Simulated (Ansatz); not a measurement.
**The sulfur atom (triplet): wave-function methods side by side, 6-31++G****

Aim: climb from Hartree-Fock through coupled cluster and multireference methods for the sulfur atom (triplet) at one geometry and basis, and see what each rung misses.

Computed with Ansatz 0.2.0, Gaussian basis. Level: 6-31++G**, core rule «outside noble gas», up to 5 orbitals frozen.

To be run: UHF; CCSD(T) on ROHF; CCSD(T) on UHF; BCCD(T) on ROHF; CISD; CCSDT(Q) on ROHF; CCSDT(Q) on UHF; CISDTQ; CCSDTQ on ROHF; CCSDTQ on UHF; CASSCF and MRCISD+Q, 6 electrons in 4 orbitals; CASSCF and MRCISD+Q(relaxed), 6 electrons in 4 orbitals; CASSCF and NEVPT4(SD), 6 electrons in 4 orbitals; CASSCF and NEVPT2, 6 electrons in 4 orbitals.

## Step 1: The atom

A free atom, in its lowest state of this spin that the program finds.

1 atom, charge 0, spin multiplicity 3.

## Step 2: UHF

File in.yaml:

```yaml
crystal:
  periodic: [false, false, false]
  atoms:
    - {symbol: S, position_ang: [0.000000, 0.000000, 0.000000]}
basis:
  gaussian: {orbitals: "6-31++G**"}
magnetization: {spin_polarized: true, initial_magnetization: 2}
hamiltonian: {xc: hf}
output: {orbitals: {seedname: orbitals}}
```

Run with:

```
$ ansatz run in.yaml --threads 1 --pin off --events-out ev --progress --plain --max-ram 2393MiB
```

The runs that follow: CCSD(T) on ROHF; CCSD(T) on UHF; BCCD(T) on ROHF; CISD; CCSDT(Q) on ROHF; CCSDT(Q) on UHF; CISDTQ; CCSDTQ on ROHF; CCSDTQ on UHF; CASSCF and MRCISD+Q, 6 electrons in 4 orbitals; CASSCF and MRCISD+Q(relaxed), 6 electrons in 4 orbitals; CASSCF and NEVPT4(SD), 6 electrons in 4 orbitals; CASSCF and NEVPT2, 6 electrons in 4 orbitals.

Q: Predict the results of all the runs planned. Wanted: UCCSDTQ below the RHF energy; RMP2 from UCCSDTQ; UMP2 from UCCSDTQ; RCCSD from UCCSDTQ; RCCSD(T) from UCCSDTQ; UCCSD(T) from UCCSDTQ; RCCSDT(Q) from UCCSDTQ; UCCSDT(Q) from UCCSDTQ; NEVPT2 valence from UCCSDTQ.

The runs gave:

```
                         quantity                                                                                                                            value
     UCCSDTQ below the RHF energy                                                                                                                       -2.7577 eV
                RMP2 from UCCSDTQ                                                                                                                       +517.8 meV
                UMP2 from UCCSDTQ                                                                                                                       +529.6 meV
               RCCSD from UCCSDTQ                                                                                                                        +50.4 meV
            RCCSD(T) from UCCSDTQ                                                                                                                        +11.0 meV
            UCCSD(T) from UCCSDTQ                                                                                                                        +10.4 meV
           RCCSDT(Q) from UCCSDTQ                                                                                                                         +0.5 meV
           UCCSDT(Q) from UCCSDTQ                                                                                                                         +0.2 meV
      NEVPT2 valence from UCCSDTQ                                                                                                                       +665.4 meV
  NEVPT4(SD) valence from UCCSDTQ                                                                                                                        +52.3 meV
    MRCISD+Q valence from UCCSDTQ                                                                                                                        -13.0 meV
levels within 1 kcal/mol (43 meV)  RCCSD(T), UCCSD(T), BCCD(T), RCCSDT, UCCSDT, CISDTQ, RCCSDT(Q), UCCSDT(Q), RCCSDTQ, MRCISD+Q valence, MRCISD+Q(relaxed) valence
                    T1 diagnostic                                                                                                                            0.014
   effectively unpaired electrons                                                                                                                             2.00
```

What this shows: RCCSD(T) misses by +11.0 meV, 0.4 % of the correlation energy. One determinant dominates. Of the multireference levels listed MRCISD+Q valence comes nearest in total energy (-13.0 meV), which doesn't show that its space is the better one. These misses are within one basis, not against nature; the frozen cores of restricted and unrestricted runs differ, which can shift their rows.
